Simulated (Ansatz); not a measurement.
**Two structures, one formula**

Two relaxed structures of CH₅SSi (charge +1), singlet (PBE0-D4/def2-TZVP; forces vanish, vibrations not checked).

A:

```xyz
8
angstrom
C -0.2911 -0.1373 0.5498
S -0.6757 0.9689 -0.4727
Si 0.8861 -1.3451 0.7212
H -1.9495 0.9120 -0.9653
H -0.0786 1.3156 -1.6887
H -0.7252 2.2446 0.0159
H 1.9508 -1.5920 -0.2723
H 0.8693 -2.2065 1.9121
```

B:

| atom | x (Å) | y (Å) | z (Å) |
| --- | --- | --- | --- |
| C1 | -0.7732 | 0.9375 | -0.5300 |
| S2 | 1.1944 | -0.8801 | 1.0872 |
| Si3 | -1.1490 | -0.4014 | 0.6996 |
| H4 | -1.7054 | 1.4568 | -0.7746 |
| H5 | -0.3829 | 0.5085 | -1.4643 |
| H6 | -0.0457 | 1.6799 | -0.1820 |
| H7 | 1.6661 | -1.0338 | -0.1679 |
| H8 | 1.1114 | -2.2005 | 1.3465 |

Ansatz 0.2.0; basis: def2-TZVPP; cores frozen in the correlated methods. B3LYP uses VWN-RPA correlation.

Problem. Which structure is lower at CCSD(T), and by how much? (Judge from chemistry; the value comes from the calculation.)

Solution. Computed: B, by 456.4 kJ/mol (electronic energy, against the other). By their contacts, A is CH₅SSi ([SiH2][C][SH3]), total charge +1 and B is CH₅SSi ([CH3][Si][SH2]), total charge +1.

All methods give the same order:

| method | E(B) − E(A) (kJ/mol) |
| --- | --- |
| PBE-D4 | -421.9 |
| r2SCAN-D4 | -414.8 |
| PBE0-D4 | -435.9 |
| B3LYP-D4 | -442.0 |
| wB97M-V | -468.5 |
| HF | -482.7 |
| MP2 | -432.7 |
| CCSD | -468.3 |
| CCSD(T) | -456.4 |

T1 diagnostic: at most 0.016. The restricted Hartree–Fock reference is unstable towards an unrestricted one at one or more of these structures.

Labels in which every atom is bracketed show which atoms are joined, not bond orders.

For scale, one of the runs: CCSD(T)/def2-TZVPP, 185 basis functions, launched by `ansatz run in.yaml --threads 2 --pin off --events-out ev --progress --plain --max-ram 4352MiB`. Hardware: 2 CPU threads of an Arm Neoverse V1, shared host. Wall time 34 s; peak host memory 1.7 GiB.
